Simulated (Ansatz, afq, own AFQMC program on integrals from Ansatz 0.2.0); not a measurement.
# Breaking Si2–H8 in Si$_{3}$Ge$_{2}$H$_{10}$, singlet

```csv
atom,x (Å),y (Å),z (Å)
Si,-1.0213,1.5567,0.6581
Si,-0.0678,-0.1378,1.9832
Ge,1.5731,-1.1374,0.5468
Ge,0.7456,-0.7390,-1.7227
Si,-1.2840,0.5085,-1.4323
H,-0.0349,2.6766,0.5196
H,-2.2990,2.1000,1.2147
H,0.5135,0.3662,3.2661
H,-1.1213,-1.1555,2.2968
H,1.7515,-2.6411,0.8336
H,2.9381,-0.4445,0.7318
H,0.4999,-2.0605,-2.4766
H,1.7762,0.0866,-2.5186
H,-1.5365,1.4699,-2.5503
H,-2.4331,-0.4488,-1.3502
```

Products: Si3Ge2H9 (doublet; SiH2–SiH2–GeH2–GeH2–SiH, closed to a ring) and H (doublet), each relaxed with PBE0/def2-SVP like the molecule; electronic energies without zero-point terms. Determinants: RHF, UHF and UHF in that order.

Basis def2-SVP. Only valence electrons are correlated. Integrals, coupled cluster, full CI and functionals: Ansatz 0.2.0; the random walks run on the same integrals in our own AFQMC program. ph-AFQMC/CISD is guided by a CISD state made of CCSD amplitudes; releasing the constraint for a short imaginary time cuts its bias at the price of noise, slowly where states lie close. ± is one standard error of the sampling. No spin–orbit coupling. The errors of all members are added in quadrature.

No full CI on the walks' own integrals is used here. The released AFQMC energy serves as the reference, which it does only where one determinant dominates, the energy is flat over the last release times and near the phaseless one (40 meV or 2 meV an electron, half that with transition metals). On small molecules, where full CI could be run and the noise was under 10 meV, such values lay within 10 meV of it in 19 cases of 20, a flattering rate, since the rule was set on those same cases; what remains of the bias isn't in the error bar. Each member takes its own surest rung, up to full CI.

The best estimate is CCSD(T) at the basis-set limit (CBS: def2-TZVPP and def2-QZVPP, with their diffuse functions for anions and beside diffuse sets, MP2 extrapolated, CCSD(T) minus MP2 from TZVPP) plus the step from CCSD(T) to AFQMC with the constraint released in def2-SVP. Rows without CBS are in def2-SVP, the functionals in def2-TZVP; B2PLYP and the wave-function rows carry a basis error of their own. Core correlation and relativity beyond core potentials are missing, and ± holds the sampling alone.

Cautions: inner d shell frozen; no relativity below Rb; no spin-orbit coupling; Si₃Ge₂H₁₀ (singlet): the ph-AFQMC/CISD walk drifts between its halves (2.1 errors), the released value is read at 0.90 1/Eh with a noise of 19 meV, more than in the cases checked (meV from the phaseless value at times in 1/Eh: -11 ± 12 at 0.21, -12 ± 12 at 0.42, -24 ± 17 at 0.63, -34 ± 19 at 0.90); Si₃Ge₂H₉ (doublet): the released value is read at 0.63 1/Eh with a noise of 17 meV, more than in the cases checked, later times being too noisy (meV from the phaseless value at times in 1/Eh: -15 ± 13 at 0.21, -16 ± 17 at 0.42, -27 ± 17 at 0.63, -18 ± 24 at 0.90).

Best estimate: 378.5 ± 2.4 kJ/mol.

| level | bond energy (kJ/mol) | error against the best estimate (kJ/mol) |
| --- | --- | --- |
| HF | 294.7 | -83.8 ± 2.4 |
| MP2 | 350.9 | -27.6 ± 2.4 |
| CCSD | 360.2 | -18.4 ± 2.4 |
| CCSD(T) | 360.4 | -18.1 ± 2.4 |
| ph-AFQMC/CISD | 359.3 ± 1.3 | -19.2 ± 2.8 |
| released AFQMC | 360.0 ± 2.4 | -18.5 |
| HF/CBS | 296.7 | -81.8 ± 2.4 |
| MP2/CBS | 370.9 | -7.7 ± 2.4 |
| CCSD(T)/CBS | 379.0 | 0.4 ± 2.4 |
| PBE | 353.1 | -25.4 ± 2.4 |
| r2SCAN | 357.8 | -20.7 ± 2.4 |
| PBE0 | 357.8 | -20.8 ± 2.4 |
| B3LYP | 369.6 | -9.0 ± 2.4 |
| wB97M-V | 379.2 | 0.6 ± 2.4 |
| B2PLYP | 367.7 | -10.9 ± 2.4 |

Correlation beyond CCSD(T) changes it by less than twice the noise. Going to the basis-set limit adds 18.5 kJ/mol at CCSD(T). The perturbative (T) step is worth +0.2 kJ/mol.

Best estimates are given only where the step beyond CCSD(T) is under 0.3 eV and no member's determinant is very poor (T1 over 0.05, or 0.07 for open shells, ⟨S²⟩ too high by 0.3, two states mixed), so the hardest cases are missing from such tables.

The functionals ran in a triple-zeta set and keep a basis error of their own, a few kJ/mol for each bond in atomization energies and more for double hybrids, so close places among them and the extrapolated levels can swap.

Each member of a difference takes its own highest rung, so a best estimate needn't equal the limit plus the step of one row. Released energies are given only where the last usable release times agree within the noise; a slower fall can still hide under it.
